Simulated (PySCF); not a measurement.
## HO, SMILES `[OH]` (charge 0, multiplicity 2)

These are PBE0-D4/def2-TZVP (PySCF 2.14.0) values and carry that method's errors.

```json
{
 "highest_occupied_spin_orbital": "-9.09 eV",
 "dipole_moment": "1.77 D",
 "total_energy": "-2059.51 eV",
 "cost": "very roughly 5 core-seconds"
}
```

```xyz
2

O      0.4865     0.0000     0.0000
H     -0.4865     0.0000     0.0000
```
Charge 0, spin multiplicity 2.
